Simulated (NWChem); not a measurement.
System: Li cation

Program: NWChem.

Problem. Estimate the computed values for PBE/def2-SVP. Quantities: highest occupied level (eV); orbital gap (eV).

Solution. 
```json
{
 "highest occupied level (eV)": "-60.31",
 "orbital gap (eV)": "53.73"
}
```
